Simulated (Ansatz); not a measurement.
`C=NC(=C)C` → `C1=NCCC1`  (isomerisation)

Program: Ansatz. Geometries: PBE0-D4/def2-TZVP. ΔE: electronic, gas phase. CBS: MP2 limit from def2 TZ/QZ plus the TZ coupled-cluster correction, frozen cores. One conformer a species, not always the lowest.

```json
{"species": "`C=NC(=C)C`", "SCS-MP2/def2-QZVPP energy (Eh)": "-210.95776"}
{"species": "`C1=NCCC1`", "SCS-MP2/def2-QZVPP energy (Eh)": "-210.98606"}
```

**Question.** Work out ΔE.

**Answer.** ΔE = (-210.98606) − (-210.95776) = -0.02830 Eh = -17.8 kcal/mol. CCSD(T)/CBS gives -17.6 kcal/mol.

Largest T1 diagnostic among the species: 0.012.

From PBE to PBE0 (25 % exact exchange), in def2-TZVPP and without D4, ΔE moves by −3.3 kcal/mol. In def2-TZVPP, CCSD(T) changes the Hartree–Fock value by −2.1 kcal/mol (the triples alone add +0.5 kcal/mol) and MP2 by −3.4 kcal/mol.
